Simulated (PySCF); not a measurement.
# Indirect couplings

Geometry:
| atom | x (Å) | y (Å) | z (Å) |
| --- | --- | --- | --- |
| C1 | 0.003 | 0.001 | -0.006 |
| O2 | 1.177 | -0.209 | -0.015 |
| H3 | -0.748 | -0.806 | 0.004 |
| H4 | -0.421 | 1.019 | -0.006 |

Couplings: B3LYP/pcJ-1 in PySCF, geometry GFN2-xTB; gas phase, one conformer, non-relativistic. Couplings are averaged over pairs made equivalent by symmetry, fast rotation or ring inversion, so a value needn't be that of the named pair in this geometry, while other rotamers aren't included; one pair stands for each set, and the list holds those of at least 1.5 Hz over up to four bonds.

Isotopes: 13C, 1H, 17O. Couplings to quadrupolar nuclei such as 17O and 33S are rarely resolved in practice.

| pair | bonds | J (Hz) |
| --- | --- | --- |
| C1, O2 | 1 | ? |
| C1, H3 | 1 | 179.1 |
| O2, H3 | 2 | ? |
| H3, H4 | 2 | 40.6 |

Estimate the withheld couplings, with signs.

Results:


- 1J(C1,O2) = 31.4 Hz (bond length 1.192 Å)
- 2J(O2,H3) = -2.7 Hz (angle at C1 123°)
